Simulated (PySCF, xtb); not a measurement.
## Ranking isomers of C2H2P−

6 gas-phase structures of C2H2P−, found in a search over its isomers (lower ones may exist). Each was relaxed with GFN2-xTB:

A. `[C-]#CP`, a singlet
B. `[C-]1=PC1`, a singlet
C. `C1=C[P-]1`, a singlet
D. `[C-]1=CP1`, a singlet
E. `C#C[PH-]`, a singlet
F. `C=C=[P-]`, a singlet

Question: Estimate their order in r2SCAN-D4/def2-SVPD energy at these geometries, lowest first.

Answer: Calculated order at r2SCAN-D4/def2-SVPD: F (0.000), E (0.609), A (1.244), D (1.419), B (1.479), C (2.210) eV.

Energies above the lowest of each column, in eV; the last columns are at PBE0-D4/def2-SVPD geometries and were run for some of them only (a dash: not run or not comparable):

```tsv
structure	GFN2-xTB	HF/STO-3G	r2SCAN-D4/def2-SVPD	PBE0-D4/def2-SVPD	CCSD(T)/def2-SVPD + ΔMP2/def2-TZVPPD
F	0.000	0.258	0.000	0.000	0.000
E	0.379	0.000	0.609	0.498	0.423
A	1.550	0.372	1.244	1.220	1.026
D	1.131	0.838	1.419	–	–
B	1.079	1.163	1.479	–	–
C	1.461	2.546	2.210	–	–
```

CCSD(T)/def2-SVPD + ΔMP2/def2-TZVPPD puts F lowest of those it was run on; HF/STO-3G picks E. No reliable frequencies are at hand for these structures. ΔMP2 is the change of the MP2 energy from the smaller to the larger basis.

Over these structures GFN2-xTB departs from r2SCAN-D4/def2-SVPD by 0.254 eV on average once a common shift is removed. A GFN2-xTB relaxation took about 0.11 s and the r2SCAN-D4/def2-SVPD energy about 6.3 s on a shared host (PySCF 2.14.0, xtb 6.7.1).
